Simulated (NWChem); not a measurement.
Everything below was run with NWChem. System: C2H6O, charge 0, spin multiplicity 3, at the geometry of a parent with another charge or spin, in a state set for the comparison that need not be this species' ground state. Its SCF solution wasn't tested for a lower state. Level: UHF/def2-SVP.

The NWChem input:

```
start mol
memory heap 200 mb stack 900 mb global 1100 mb
geometry units angstroms nocenter noautoz noautosym
  C     -1.196103     0.135848     0.249933
  C      0.078198    -0.423526    -0.353377
  O      1.221697     0.310521    -0.003404
  H     -2.080322    -0.425757    -0.089924
  H     -1.324808     1.192093    -0.031213
  H     -1.173038     0.079390     1.351459
  H      0.182417    -1.494994    -0.083940
  H      0.017988    -0.387799    -1.453140
  H      1.311621     0.278963     0.954656
end
basis spherical
  * library def2-svp
end
scf
  uhf
  nopen 2
  maxiter 100
  thresh 1e-7
  semidirect memsize 60000000 filesize 0
  # guess.movecs holds the orbitals of an unrestricted PBE0 run
  vectors input guess.movecs output mol.movecs
end
task scf energy
```

Output (cleaned and shortened):

```
             Northwest Computational Chemistry Package (NWChem) 7.3.0
             --------------------------------------------------------

                                NWChem Input Module
                                -------------------

 Scaling coordinates for geometry "geometry" by  1.889725989
 (inverse scale =  0.529177249)

                             Geometry "geometry" -> ""
                             -------------------------

 Output coordinates in angstroms (scale by  1.889725989 to convert to a.u.)

  No.       Tag          Charge          X              Y              Z
 ---- ---------------- ---------- -------------- -------------- --------------
    1 C                    6.0000    -1.19610300     0.13584800     0.24993300
    2 C                    6.0000     0.07819800    -0.42352600    -0.35337700
    3 O                    8.0000     1.22169700     0.31052100    -0.00340400
    4 H                    1.0000    -2.08032200    -0.42575700    -0.08992400
    5 H                    1.0000    -1.32480800     1.19209300    -0.03121300
    6 H                    1.0000    -1.17303800     0.07939000     1.35145900
    7 H                    1.0000     0.18241700    -1.49499400    -0.08394000
    8 H                    1.0000     0.01798800    -0.38779900    -1.45314000
    9 H                    1.0000     1.31162100     0.27896300     0.95465600

 Effective nuclear repulsion energy (a.u.)      81.8777838211

            Nuclear Dipole moment (a.u.)
            ----------------------------
        X                 Y               Z
 ---------------- ---------------- ----------------
     0.0000075589    -0.0000075589     0.0000037795


 Summary of "ao basis" -> "" (spherical)
 ------------------------------------------------------------------------------
       Tag                 Description            Shells   Functions and Types
 ---------------- ------------------------------  ------  ---------------------
 *                          def2-svp                  on all atoms

 Summary of "ao basis" -> "ao basis" (spherical)
 ------------------------------------------------------------------------------
[...]
 x =   0.12460602 y =   0.03080668 z =  -0.02638314

 moments of inertia (a.u.)
 ------------------
          54.103930431943         -10.588587023444          14.607146722916
         -10.588587023444         204.772229259614         -11.673815511914
          14.607146722916         -11.673815511914         207.860526031852

  Mulliken analysis of the total density
  --------------------------------------

    Atom       Charge   Shell Charges
 -----------   ------   -------------------------------------------------------
    1 C    6     6.08   1.99  0.86  0.23  2.04  0.92  0.04
    2 C    6     5.85   1.99  0.89  0.13  2.01  0.76  0.07
    3 O    8     7.76   1.99  1.16  0.54  2.73  1.33  0.01
    4 H    1     0.95   0.75  0.17  0.03
    5 H    1     0.95   0.75  0.17  0.03
    6 H    1     0.94   0.73  0.18  0.03
    7 H    1     0.92   0.73  0.17  0.03
    8 H    1     0.94   0.76  0.15  0.02
    9 H    1     1.62   0.62  0.93  0.07

  Mulliken analysis of the alpha density
  --------------------------------------

    Atom       Charge   Shell Charges
 -----------   ------   -------------------------------------------------------
    1 C    6     3.05   0.99  0.43  0.10  1.04  0.46  0.02
    2 C    6     2.87   0.99  0.44  0.04  0.98  0.38  0.04
    3 O    8     4.35   1.00  0.62  0.20  1.75  0.78  0.01
    4 H    1     0.48   0.38  0.09  0.01
    5 H    1     0.47   0.37  0.09  0.01
    6 H    1     0.49   0.36  0.11  0.01
    7 H    1     0.51   0.39  0.11  0.01
    8 H    1     0.47   0.38  0.08  0.01
    9 H    1     1.30   0.33  0.94  0.04

   Mulliken analysis of the beta density
   -------------------------------------

    Atom       Charge   Shell Charges
 -----------   ------   -------------------------------------------------------
    1 C    6     3.03   0.99  0.42  0.13  1.00  0.46  0.02
    2 C    6     2.97   0.99  0.45  0.09  1.02  0.38  0.03
    3 O    8     3.41   1.00  0.54  0.34  0.98  0.55  0.01
    4 H    1     0.46   0.37  0.08  0.01
    5 H    1     0.47   0.38  0.08  0.01
    6 H    1     0.45   0.37  0.07  0.01
    7 H    1     0.42   0.34  0.06  0.01
    8 H    1     0.47   0.38  0.08  0.01
    9 H    1     0.32   0.29 -0.00  0.03

   Mulliken analysis of the spin density
   -------------------------------------

    Atom       Charge   Shell Charges
 -----------   ------   -------------------------------------------------------
    1 C    6     0.02   0.00  0.01 -0.03  0.04 -0.00  0.00
    2 C    6    -0.10  -0.00 -0.01 -0.05 -0.04 -0.00  0.01
    3 O    8     0.94   0.00  0.08 -0.13  0.77  0.23 -0.00
    4 H    1     0.02   0.01  0.01 -0.00
    5 H    1     0.00  -0.00  0.01  0.00
    6 H    1     0.04  -0.01  0.04  0.00
    7 H    1     0.09   0.04  0.05  0.00
    8 H    1     0.00  -0.00  0.00  0.00
    9 H    1     0.99   0.04  0.94  0.00

       Multipole analysis of the density wrt the origin
       ------------------------------------------------

     L   x y z        total         alpha         beta         nuclear
     -   - - -        -----         -----         ----         -------
     0   0 0 0     -0.000000    -14.000000    -12.000000     26.000000

     1   1 0 0     -1.086743     -2.780393      1.693642      0.000008
     1   0 1 0     -0.473669     -0.670098      0.196436     -0.000008
     1   0 0 1     -1.268507     -1.785483      0.516972      0.000004

     2   2 0 0    -18.301292    -69.514180    -55.111394    106.324282
     2   1 1 0     -0.803772     -3.555956     -1.392942      4.145126
     2   1 0 1     -3.127564     -0.566168      5.076889     -7.638286
     2   0 2 0    -15.223996    -20.444443    -16.313902     21.534350
     2   0 1 1     -0.324674     -4.583814     -3.443454      7.702594
     2   0 0 2    -19.026349    -24.214251    -16.201614     21.389516

 Task  times  cpu:        2.5s     wall:        2.5s

 Total times  cpu:        2.5s     wall:        2.5s
```
